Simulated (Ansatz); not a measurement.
**Worked example: correlation energy of ZnS, triplet**

Geometry: a PBE0/def2-TZVP stationary point for this spin.

```xyz
2

Zn    0.0000    0.0000    0.0000
S     0.0000    0.0000    2.2554
```

Basis def2-TZVPP; Ansatz 0.2.0. Correlated methods freeze the noble-gas cores, which leaves 18 electrons in 92 orbitals. R marks a restricted (for open shells ROHF) determinant, U an unrestricted one. No spin–orbit coupling is included, and no scalar relativity. The metal's outer-core shells are frozen, which leaves out core–valence correlation.

Full CI isn't at hand for all of this; UCCSDT(Q) serves as the reference, and is uncertain by about the last step of the cluster series.

Runs differ by some tens of microhartree through their thresholds and, for an open shell, their frozen cores, so steps under 0.03 kcal/mol mean nothing.

| level | total energy (hartree) |
| --- | --- |
| UHF | -2175.337311 |
| UMP2 | -2175.954556 |
| UCCSD | -2175.931913 |
| UCCSD(T) | -2175.952200 |
| UCCSDT | -2175.952380 |
| UCCSDT(Q) | -2175.952747 |

Task: What is the correlation energy at UCCSDT(Q), and what share of it do UMP2 and UCCSD recover?

Result: E(corr) = -2175.952747 − (-2175.337311) = -0.615436 hartree = -16.747 eV. UMP2: -0.617245 / -0.615436 = 100.29 %. UCCSD: -0.594602 / -0.615436 = 96.61 %.

Task: By how many kcal/mol does UCCSD(T) miss UCCSDT(Q) (1 hartree = 627.509 kcal/mol), and which steps make up the rest?

Result: -2175.952200 − (-2175.952747) = 0.000547 hartree = 0.34 kcal/mol. Steps: UCCSDT − UCCSD(T) = -0.11, UCCSDT(Q) − UCCSDT = -0.23 kcal/mol. That is within 1 kcal/mol of the reference in this basis, which itself misses far more of the correlation at the basis-set limit.
